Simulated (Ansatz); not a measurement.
The same path of H₆OSi₂ (9 atoms, charge 0, multiplicity 1) was run twice with different band settings. Lost on the way: Si1–H2. Made: H2–O3.

These are results of RKS r2SCANh-D4/cc-pVDZ in Ansatz 0.2.0, not measurements.

Relaxed end points:

```xyz
9
Properties=species:S:1:pos:R:3
Si 0.193 -0.067 0.350
H 0.360 -0.349 1.816
O 1.683 0.194 -0.409
H 2.258 -0.580 -0.443
H -0.547 1.218 0.188
Si -0.983 -1.849 -0.638
H -2.284 -2.084 0.066
H -1.259 -1.573 -2.083
H -0.173 -3.109 -0.552
```

```xyz
9
Properties=species:S:1:pos:R:3
Si -0.565 0.560 0.290
H 1.341 -0.593 1.612
O 1.339 -0.221 0.718
H 1.504 -0.975 0.123
H 0.010 1.002 -1.060
Si -1.065 -1.587 -0.673
H -1.695 -2.586 0.258
H -1.889 -1.576 -1.926
H 0.268 -2.225 -1.045
```

Common settings: movable images 5; climbing image yes; optimiser quadratic models (default); start path through a guess of the saddle point; force threshold 0.05 eV/Å; iteration limit 60; end points relaxed.

| run | spring |
| --- | --- |
| 1 | 5.0 eV/Å² |
| 2 | 2.0 to 10.0 eV/Å², energy-weighted |

(1) What does each run give, and how far can it be trusted?

## Answers

(1) Run 1: converged after 25 iterations, highest image 3.039 eV above the first end. Neighbouring images differ by up to 1.4 eV, so the band resolves the path poorly. A vibrational analysis at the climbing image gives one clearly imaginary mode, 1399i cm⁻¹: a first-order saddle point.
Run 2: converged after 24 iterations, highest image 3.040 eV above the first end. Neighbouring images differ by up to 2.0 eV, so the band resolves the path poorly. Another band between the same ends (5 images) ends at a top of the same energy, where a vibrational analysis finds 1 clearly imaginary mode.
The orbitals stay closed-shell, which can raise the energy where a bond breaks towards radicals; this wasn't checked here.
